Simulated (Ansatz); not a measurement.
Program: Ansatz. Geometries: PBE0-D4/def2-TZVP. ΔE: electronic, gas phase. CCSD(T)/CBS adds triple-zeta CCSD(T) − MP2 to the extrapolated MP2 energy (def2 sets, frozen cores). This one scheme is used for every species. DFT in def2-TZVPP. B3LYP here is the variant with VWN-RPA as its local correlation; programs differ in this. Each species was taken in one conformer, which may not be the lowest.

Consider the hydrogenolysis of a C–C bond: `C=CCSCC` + H₂ → `CCSC` + `C=C`.

Question: Is it downhill or uphill in electronic energy at CCSD(T)/CBS, and by how much? (Estimate.)

Answer: Ansatz gave: Downhill: ΔE = -0.42 eV.

Question: What do these levels give: B3LYP-D4, BHLYP-D4, PBE-QIDH, CAM-B3LYP, HF/def2-SVP, SCS-MP2/def2-TZVPP? (Estimate.)

Answer: The calculation gave: B3LYP-D4 -0.43, BHLYP-D4 -0.49, PBE-QIDH -0.44, CAM-B3LYP -0.56, HF/def2-SVP -0.72, SCS-MP2/def2-TZVPP -0.42 eV.

Largest T1 diagnostic among the species: 0.011.

In def2-TZVPP, CCSD(T) changes the Hartree–Fock value by +0.31 eV (the triples alone add +0.07 eV) and MP2 by +0.40 eV. From BLYP to BHLYP (50 % exact exchange), in def2-TZVPP and without D4, ΔE moves by −0.03 eV.
